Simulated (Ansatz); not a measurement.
Density of states of K (Im-3m, a = 5.339 Å, b = 5.339 Å, c = 5.339 Å, α = 90.00°, β = 90.00°, γ = 90.00°), in states per eV and primitive cell, averaged over bins of 0.4 eV. Theory: Ansatz 0.2.0, DFT r2SCAN, scalar-relativistic, plane waves, PAW.

Plane waves to 500 eV, a k mesh through Γ of 12×12×12 on the computed 1-atom cell and Gaussian smearing (0.10 eV); no spin polarisation.

The cell is relaxed at this level. The states (both spins) are summed by tetrahedra on a 18×18×18 mesh at the self-consistent density. Energies are bin centres; the table starts no lower than −8 eV and ends at 6 eV, or lower where the solved bands end.

It is a metal at this level.

```csv
E − E_F (eV),total,K 4s
-2.05,0.16,0.15
-1.65,0.31,0.30
-1.25,0.42,0.41
-0.85,0.52,0.50
-0.45,0.62,0.58
-0.05,0.72,0.63
0.35,0.88,0.63
0.75,0.98,0.43
1.15,1.13,0.32
1.55,1.33,0.17
1.95,1.22,0.08
2.35,1.16,0.09
2.75,1.24,0.08
3.15,1.53,0.09
3.55,1.94,0.04
3.95,1.42,0.05
4.35,1.26,0.05
4.75,1.57,0.05
5.15,2.73,0.05
5.55,2.44,0.02
```

The columns after the total are the Löwdin projections on the occupied valence shells of the potentials. The rest of the total lies in shells that are empty in the free atom, which aren't projected, and between the atoms.

Cost: 1 run of about 0.67 core-minutes, on Arm Neoverse V2 (shared hosts).